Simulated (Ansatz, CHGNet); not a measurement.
For zinc-blende CdS (metastable phase), the machine-learned potential CHGNet 0.3.0 (trained on PBE and PBE+U data) gives:

```
Property                           Value
------------------------------  --------
lattice constant a               5.940 Å
TO(Γ) frequency                 188 cm⁻¹
elastic constant C11            45.0 GPa
elastic constant C44            12.9 GPa
Voigt–Reuss–Hill shear modulus  6.29 GPa
```

Problem. What does r²SCAN in Ansatz (PAW) give for the same quantities?

Solution. 
- lattice constant a: 5.878 Å (drops by 1.0 %)
- zone-centre TO phonon frequency: 228 cm⁻¹ (grows by 21 %)
- elastic constant C11: 72.8 GPa (goes up by 62 %)
- elastic constant C44: 25.8 GPa (rises by 100 %)
- Voigt–Reuss–Hill shear modulus: 17.1 GPa (rises by 170 %)

For comparison: lattice constant a 5.832 Å (measured, room temperature, not corrected to a static lattice, our sources range from 5.818 to 5.832; as tabulated in arXiv:1206.3780).

Changes are worked out from the printed values.

Unless a cell is named, each level is at its own relaxed cell (CHGNet 0.3.0 26.20, r²SCAN 25.38 Å³/atom).

Ansatz's density-functional and Hartree–Fock values are scalar-relativistic unless marked +SOC, with PAW data made under PBE.

Ansatz is an electronic-structure program.
